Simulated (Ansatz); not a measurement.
## Other spins and charges of SbH₃⁺, doublet at one geometry

Geometry (PBE0/def2-TZVP stationary point for this spin, not checked as a minimum):

```xyz
4

Sb    0.0000    0.0000   -0.0130
H     1.5873    0.0135    0.5265
H    -0.8069    1.3701    0.5181
H    -0.7847   -1.3817    0.5215
```

Basis def2-SVP with its core potentials; Ansatz 0.2.0. Correlated methods freeze the noble-gas cores and the filled d shells of p-block atoms. Prefix R: restricted or restricted open-shell reference. No spin–orbit coupling is included; scalar relativity enters through the core potentials alone.

Gaps are energies of the second state less the first, at fixed atoms, for a selection of the levels run; each method lands on the state that its own search finds for that charge and spin.

Quartet less doublet: 7.868 eV at full CI (doublet A', quartet A', in Cs).

```tsv
level	gap (eV)	error (meV)
RHF	7.656	-212
RMP2	7.933	65
RCCSD	7.959	91
RCCSD(T)	7.931	63
BCCD(T)	7.931	63
RCCSDT	7.877	9
RCCSDT(Q)	7.869	1
RCCSDTQ	7.867	-1
```

Full CI is exact within this basis and frozen core; it isn't the basis-set limit.
